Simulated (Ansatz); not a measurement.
## Worked example: Ga3⁺, triplet against Ga3, quartet

Geometry (PBE0/def2-TZVP stationary point of a quartet), kept for both states (Ga3, quartet: A2; Ga3⁺, triplet: B1):

```tsv
atom	x (Å)	y (Å)	z (Å)
Ga	0.0000	-0.6851	-1.5364
Ga	0.0000	1.3702	0.0000
Ga	0.0000	-0.6851	1.5364
```

Basis cc-pVTZ; Ansatz 0.2.0. Correlated methods freeze the noble-gas cores and the filled d shells of p-block atoms. R marks a restricted (for open shells ROHF) determinant, U an unrestricted one. No spin–orbit coupling is included, and no scalar relativity.

Full CI isn't at hand for all of this; UCCSDT(Q) serves as the reference, and is uncertain by about the last step of the cluster series.

```
    level  E(Ga3, quartet) (hartree)  E(Ga3⁺, triplet) (hartree)
      UHF               -5769.844424                -5769.626450
     UMP2               -5769.996766                -5769.763002
 UCCSD(T)               -5770.036765                -5769.802902
      PBE               -5773.781697                -5773.546514
  wB97M-V               -5774.331366                -5774.099378
UCCSDT(Q)               -5770.039785                -5769.805725
```

Task: Give the vertical gap, Ga3⁺ triplet less Ga3 quartet, at each level in eV (1 hartree = 27.2114 eV), and each error against UCCSDT(Q).

Result: UCCSDT(Q): (-5769.805725 − (-5770.039785)) × 27.2114 = 6.369 eV (the reference)
wB97M-V: (-5774.099378 − (-5774.331366)) × 27.2114 = 6.313 eV, error -0.056 eV
PBE: (-5773.546514 − (-5773.781697)) × 27.2114 = 6.400 eV, error 0.031 eV
UCCSD(T): (-5769.802902 − (-5770.036765)) × 27.2114 = 6.364 eV, error -0.005 eV
UMP2: (-5769.763002 − (-5769.996766)) × 27.2114 = 6.361 eV, error -0.008 eV
UHF: (-5769.626450 − (-5769.844424)) × 27.2114 = 5.931 eV, error -0.438 eV

Total energies of functionals can't be set beside those of wave-function methods, since they hold the core's correlation and their own absolute errors; only the differences compare.

The reference still carries a basis error, for a change of charge of the order of 0.1 eV, so smaller errors of functionals can't be ranked.

Each level lands on the state that its own search finds. T1 diagnostics of restricted CCSD: 0.031 and 0.031.
